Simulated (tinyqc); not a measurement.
Hueckel theory of the pi electrons with the omega technique, for the molecule c1c[cH+]1 (SMILES; centres numbered as the heavy atoms are written), step by step. One step of it, computed by the program tinyqc.

Task: Energy, charges, bond orders. E = sum n x; q_r = z_r - P_rr; bond order p = P_rs; free valence = sqrt(3) - sum of p over the bonds of the atom.

final x values: 2.333333  -0.666667  -0.666667

occupations: 2.000000  0.000000  0.000000

final P, lower triangle:
```
          1C        2C        3C
1C  0.666667
2C  0.666667  0.666667
3C  0.666667  0.666667  0.666667
```

Centres:
```
centre  z_r, pi electrons of the neutral centre         h
1C                                            1  0.000000
2C                                            1  0.000000
3C                                            1  0.000000
```

Bonds:
```
i  j  k
1  2  1
2  3  1
3  1  1
```

Give: pi energy = 2 alpha + this times beta; pi charges; Bond orders and lengths from R = 1.517 - 0.180 p; free valence of the carbons; gap between the highest filled and the next level.

Result:

pi energy = 2 alpha + this times beta = 4.667

pi charges: 1C 0.333, 2C 0.333, 3C 0.333

Bond orders and lengths from R = 1.517 - 0.180 p (angstrom, C-C alone):
```
bond      p      R
1-2   0.667  1.397
2-3   0.667  1.397
3-1   0.667  1.397
```

free valence of the carbons: 1C 0.399, 2C 0.399, 3C 0.399

gap between the highest filled and the next level = 3.000 |beta|
